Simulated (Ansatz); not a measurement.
This script makes vertical spin-state energies of C2H4F2O, SMILES OCC(F)F with Ansatz's Python interface.

Script `spin_c2h4f2o.py`:
```python
"""Vertical spin-state energies of C2H4F2O."""

import warnings

import ansatz as az


def main() -> None:
    warnings.simplefilter("ignore", az.DeckWarning)

    geometry_ang = [
        ("O", [-1.0988, 0.776, 0.8323]),
        ("C", [-0.49, -0.222, 0.0096]),
        ("C", [0.9998, 0.0356, -0.1778]),
        ("F", [1.6175, -1.1198, -0.5371]),
        ("F", [1.1911, 0.9061, -1.2035]),
        ("H", [-2.0571, 0.6049, 0.8249]),
        ("H", [-0.9972, -0.2274, -0.9601]),
        ("H", [-0.6447, -1.1913, 0.4933]),
        ("H", [1.4795, 0.4379, 0.7185]),
    ]
    c2h4f2o = az.Crystal.molecule()
    for symbol, xyz in geometry_ang:
        c2h4f2o = c2h4f2o.atom(symbol, xyz)

    calc = c2h4f2o.calculation().basis(gaussian="cc-pVDZ").functional("HF").accuracy("high")
    found = {}
    for unpaired in [0, 2, 4]:
        r = calc.spin("collinear", total=unpaired).run().report
        s = unpaired / 2
        found[unpaired] = r["free_energy_ev"]
        print(f"2S+1 = {unpaired + 1}: E = {found[unpaired]:.5f} eV, <S^2> = {abs(r['mean_field']['state']['spin_squared']):.3f} (pure state {s * (s + 1):.2f})")
    lowest = min(found, key=found.get)
    for unpaired, e in found.items():
        print(f"multiplicity {unpaired + 1}: {23.060548 * (e - found[lowest]):.1f} kcal/mol above the lowest")


if __name__ == "__main__":
    main()
```

Which spin state is lowest at this geometry, and how far above lie the others?

In order: multiplicity 1 (+0.00 eV), multiplicity 3 (+6.64 eV) and multiplicity 5 (+17.60 eV), all at the one geometry.

The run itself:

```console
$ python spin_c2h4f2o.py
2S+1 = 1: E = -9573.22767 eV, <S^2> = 0.000 (pure state 0.00)
2S+1 = 3: E = -9566.58933 eV, <S^2> = 2.009 (pure state 2.00)
2S+1 = 5: E = -9555.62636 eV, <S^2> = 6.017 (pure state 6.00)
multiplicity 1: 0.0 kcal/mol above the lowest
multiplicity 3: 153.1 kcal/mol above the lowest
multiplicity 5: 405.9 kcal/mol above the lowest
```

Caveats:
- The settings weren't tested for convergence.
- The geometry is a force-field or estimated start, not a minimum of this method, and the basis set is short of its limit. All parts are taken at fixed geometry, without zero-point energy.
- Hartree-Fock leaves correlation out, so it favours high-spin states too much.
- Timing: 20 s on 1 thread of Arm Neoverse V2, on a shared host, peak memory 0.54 GiB.
